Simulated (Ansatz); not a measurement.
Basis-set extrapolation for C$_{2}$H$_{7}$Al, SMILES `C[CH2][AlH2]` (PBE0-D4/def2-TZVP geometry, frozen core, the Gaussian-basis code of Ansatz). Multiplicity 1, RHF reference.

|  | def2-TZVPP | def2-QZVPP |
| --- | --- | --- |
| HF | -321.746856 | -321.758052 |
| MP2 correlation | -0.443225 | -0.471454 |
| CCSD(T) correlation | -0.503268 | not run |

Energies in hartree. Use E(X) = E(∞) + A·exp(−7.88·√X) for Hartree–Fock and E(X) = E(∞) + B·X^(−2.97) for correlation, with X = 3 and 4, and add CCSD(T) minus MP2 of the smaller set to the MP2 limit.

Q: What is the CCSD(T) energy at the basis-set limit?

A: HF limit: -321.758052 + (-0.011196) × 0.13774 = -321.75959. MP2 limit: -0.471454 + (-0.028229) × 0.74074 = -0.49236. Higher-order term: -0.503268 − (-0.443225) = -0.06004. Total: -322.31199 hartree, 162.4 kJ/mol below CCSD(T)/def2-TZVPP.
